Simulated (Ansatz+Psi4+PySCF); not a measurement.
Values are calculated unless marked as measured or tabulated.
Input for Psi4 1.11:

```
molecule {
0 2
Al 1.450000 0.000000 0.000000
Al -0.725000 1.255740 0.000000
Al -0.725000 -1.255740 0.000000
}

set basis cc-pV(T+d)Z
set reference uhf
set scf_type pk
energy('scf')
```

The input is written out from the run's settings.

Output:

```yaml
Converged: yes
Total_energy: -725.69363 hartree
Spin_squared_of_the_determinant: 1.322
Occupied_orbitals_by_symmetry_in_an_Abelian_subgroup_alpha;_beta: 10 A1 1 A2 3 B1 6 B2; 9 A1 1 A2 3 B1 6 B2
```

This is not the lowest solution: another run reaches a determinant 0.14 eV lower. Caution: the unrestricted determinant is spin contaminated.
